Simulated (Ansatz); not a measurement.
Ideal-gas functions of C3H3N (`[H]/N=C\C#C`) at 298.15 K and 1 bar, from an Ansatz frequency run at PBE0-D4/def2-TZVP.

Molar mass 53.06 g/mol, point group Cs (symmetry number 1), electronic degeneracy 1, moments of inertia 9.077, 103.216, 112.293 u Å². Harmonic wavenumbers (cm⁻¹, unscaled): 223, 309, 615, 690, 711, 858, 955, 1135, 1246, 1421, 1692, 2221, 3115, 3467, 3477.

Use S(trans) = R[1.5 ln M + 2.5 ln T − 1.1517]; rotational temperatures θ = 24.2544 K / I; S(rot) = R[ln(√π/σ · √(T³/θAθBθC)) + 1.5]; for each mode x = 1.438777 ν̃/T, S = R[x/(eˣ − 1) − ln(1 − e⁻ˣ)] and H = RT x/(eˣ − 1); 1 cm⁻¹ = 0.0119627 kJ/mol; R = 8.31446 J/(mol·K).

Q: By hand: the entropy, in J/(mol·K).

A: Translation 158.4. Rotation: θ = 2.6721, 0.235, 0.216 K, giving 96.6. Vibration, mode by mode: 8.09, 5.72, 1.78, 1.33, 1.23, 0.69, 0.47, 0.23, 0.14, 0.07, 0.02, 0.00, 0.00, 0.00, 0.00, in all 19.8. Electronic 0.0. Sum 274.8 J/(mol·K).

Q: By hand: H − E and G − E in kJ/mol, counted from the electronic energy.

A: Zero-point energy ½ × 22135 × 0.0119627 = 132.4; thermal vibration 3.8; translation, rotation and pV give 4 RT = 9.9. H − E = 146.1 kJ/mol, and G − E = 146.1 − 298.15 × 274.8/1000 = 64.2 kJ/mol.

Vibration gives 7 % of the entropy.
